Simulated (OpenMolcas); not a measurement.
## CH2BN (SMILES BC#N): methods side by side

CH2BN has 5 atoms, charge 0, and is taken as a singlet. SMILES: `BC#N`. The shape is that of a PBE0-D4/def2-TZVP optimisation.

Each level gives the dipole moment (D). The values are calculated.

| level | kind | program | value (D) | CPU time |
| --- | --- | --- | --- | --- |
| SVWN5/def2-TZVP | LDA | OpenMolcas | 2.64 | 37 s |
| BLYP/def2-TZVP | GGA | OpenMolcas | 2.57 | 48 s |
| PBE/def2-TZVP | GGA | OpenMolcas | 2.56 | 39 s |
| M06-L/def2-TZVP | meta-GGA | OpenMolcas | 2.57 | 50 s |
| TPSS/def2-TZVP | meta-GGA | OpenMolcas | 2.60 | 50 s |
| B3LYP/def2-TZVP | global hybrid | OpenMolcas | 2.71 | 35 s |
| BHLYP/def2-TZVP | global hybrid | OpenMolcas | 2.88 | 35 s |
| PBE0/def2-TZVP | global hybrid | OpenMolcas | 2.73 | 40 s |

The values span 2.56 to 2.88 D. Magnitudes only. Times are those of the runs behind each value, whatever else they computed, on shared processors of several kinds: orders of magnitude only.
